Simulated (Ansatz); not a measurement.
## Structure relaxation of CrWO4

Computed with DFT r2SCAN, scalar-relativistic, plane waves, PAW in Ansatz 0.2.0. Cutoff 500 eV, Γ-centred k mesh, Gaussian smearing, collinear spin, first started from parallel moments.

This is the end of a relaxation of cell and atoms.

```yaml
crystal:
  lattice:
    - [3.22860, -3.35271, 0.00000]
    - [3.22860, 3.35271, 0.00000]
    - [0.00000, 0.00000, 2.91335]
  atoms:
    - { symbol: Cr, position: [0.50000, 0.50000, 0.50000] }
    - { symbol: W, position: [0.00000, 0.00000, 0.00000] }
    - { symbol: O, position: [0.79512, 0.20488, 0.50000] }
    - { symbol: O, position: [0.20488, 0.79512, 0.50000] }
    - { symbol: O, position: [0.70516, 0.70516, 0.00000] }
    - { symbol: O, position: [0.29484, 0.29484, 0.00000] }
```

Energies over the elements count from the elements' standard structures at the same level (O₂ as a molecule), with no empirical corrections.

**Question.** What space group does it have?

**Answer.** Cmmm (No. 65). Conventional cell: a = 6.457 Å, b = 6.705 Å, c = 2.913 Å. Cr has 6 O at 1.97–1.98 Å; W is coordinated by 6 O at 1.90–2.00 Å; O on Wyckoff site j (2 atoms of the primitive cell) has 1 Cr at 1.98 Å and 2 W at 2.00 Å; O on Wyckoff site g (2 atoms of the primitive cell) is coordinated by 1 W at 1.90 Å and 2 Cr at 1.97 Å.

**Question.** How far does it lie from the elements in energy?

**Answer.** -2.30 eV/atom.

**Question.** Is it a metal?

**Answer.** Yes, bands cross the Fermi level on the 8×8×12 mesh.

**Question.** What net moment does it keep?

**Answer.** 0.54 μB per atom, with site moments up to 2.43 μB.

The final run used a 8×8×12 mesh on its 6-atom cell and 0.10 eV smearing. The k mesh leaves about 4 meV/atom of noise in metals. Spin–orbit coupling is left out. The magnetic state reached may not be the lowest.

Cost: 2 runs of about 17 core-minutes in all, on Arm Neoverse N1 (shared hosts).